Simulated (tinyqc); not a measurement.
Stretching all distances: RHF, UHF, MP2, CISD and CCSD against full CI in the sto-3g basis, for H3O+, spin multiplicity 1. Computed by the program tinyqc with PySCF. All coordinates are multiplied by the scale. c0^2 is the weight of the RHF determinant in the lowest singlet FCI state (UHF is spin-contaminated and may lie near states of higher spin) and n(LUMO) the first natural occupation beyond the occupied space.

Geometry (angstrom):
```
atom        x        y       z
O      0.0000   0.0000  0.2420
H      0.9030   0.0000  0.0000
H     -0.4520   0.7820  0.0000
H     -0.4520  -0.7820  0.0000
```

Full CI energy (hartree) and errors against it (kcal/mol):
```
scale   distance 1-2 (angstrom)      E(FCI)       RHF      UHF      MP2     CISD    CCSD  <S^2> UHF    c0^2  n(LUMO)
0.8500                   0.7946  -75.177009   25.9660  25.9660   5.4411   0.3352  0.0994     0.0000  0.9854   0.0104
1.0900                   1.0190  -75.395102   42.1952  42.1952   9.8586   1.1227  0.3163     0.0000  0.9665   0.0233
1.3300                   1.2434  -75.301322   66.5315  66.5315  16.8169   3.5436  0.9761     0.0000  0.9213   0.0507
1.5700                   1.4677  -75.155272  103.0660  88.7493  28.2673  10.6036  2.4536     1.1769  0.8030   0.1222
1.8000                   1.6828  -75.038597  151.2724  56.8333  45.1336  26.1481  4.0898     2.0071  0.5659   0.2808
```

What does the comparison show, and why?

UHF parts from RHF first at scale 1.57 of those listed, where <S^2> leaves zero. The weight c0^2 goes from 0.99 to 0.57 and n(LUMO) from 0.01 to 0.28: static correlation grows as the bonds break into open-shell fragments. The spread of the error along the curve, which distorts its shape, is CCSD 4.0, CISD 25.8, MP2 39.7, UHF 62.8, RHF 125.3 kcal/mol. The table stops here: at scale 2.04 and beyond, the reference weight falls under 0.45 or RHF, UHF or CCSD hop between solutions, so those rows were left out and the spreads given cover only the rows shown. As computed, partly on other solutions, the errors there reach in size RHF 262, UHF 31, MP2 80, CISD 80, CCSD 74 kcal/mol.
